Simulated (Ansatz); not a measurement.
Species, as SMILES: C#N (CH-N).
Atoms: C1, N2, H3. Bonds: C1-N2, C1-H3.

Basis-set convergence of the lowest harmonic wavenumber at HF with Ansatz (a quantum-chemistry and plane-wave program). Each level at its own minimum, finite differences of forces, unscaled; the reference is a large set that could be run, not a limit. All functions are spherical. The program fits the integrals of some runs and decomposes those of others, by size. Core-valence sets carry the plain set on hydrogen. No added dispersion term, no relativity. Reference: the value in aug-pcseg-2, 881 cm⁻¹, itself unsure by roughly 2 cm⁻¹ (its mean distance from aug-cc-pVTZ, def2-TZVPPD). Deviations are taken from unrounded values.

```
basis        functions
-----------  ---------
def2-SVPD           48
aug-pcseg-1         55
def2-TZVPD          83
def2-TZVPPD         91
cc-pCVTZ           100
aug-pcseg-2        115
```

### Question
Which is the smallest set listed that can be trusted to 10 cm⁻¹ here, that is, within that of the reference together with its larger relatives (same family, alike in diffuse functions; a set with none to test it counts only in the reference's own line)?

### Answer
The smallest set listed that lies within 10 cm⁻¹ of the reference with all its larger relatives (same family, alike in diffuse functions; a set with none counts only in the reference's own line) is def2-TZVPD (83 functions, -3 cm⁻¹ off). Inside, with no larger relative to test it: cc-pCVTZ. Value minus reference: def2-SVPD -21, aug-pcseg-1 -18, def2-TZVPD -3, def2-TZVPPD -1, cc-pCVTZ -1, aug-pcseg-2 0 cm⁻¹.
